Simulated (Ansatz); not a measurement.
A series at B: from boron trichloride, ligands are replaced one by one, each step taking up H₂ and setting free HCl; n counts the steps. Ansatz, PBE0-D4/def2-TZVP geometries.

```
n     molecule  HOMO energy, ωB97M-V/def2-TZVPP (eV)
0  `ClB(Cl)Cl`                                -11.34
1      `ClBCl`                                     ?
2        `BCl`                                -10.92
3          BH₃                                -12.31
```

By hand: fit a straight line y = ȳ + b (n − n̄) to the 3 given rows and predict n = 1.

n̄ = 1.667, ȳ = -11.523; Σ(n − n̄)(y − ȳ) = -1.153, Σ(n − n̄)² = 4.667, so b = -0.247 eV a step. Prediction: -11.523 + (-0.247) × (-0.667) = -11.36 eV.

By hand: compare with the computed value, -11.51 eV, and give the steps along the whole series.

The line misses by -0.15 eV (computed minus predicted). Steps: -0.17, 0.59, -1.39 eV.

The steps change sign along the series, so a line is a poor guide. The highest orbital can change its character along such a series. The miss is 10.8 % of the series' range.
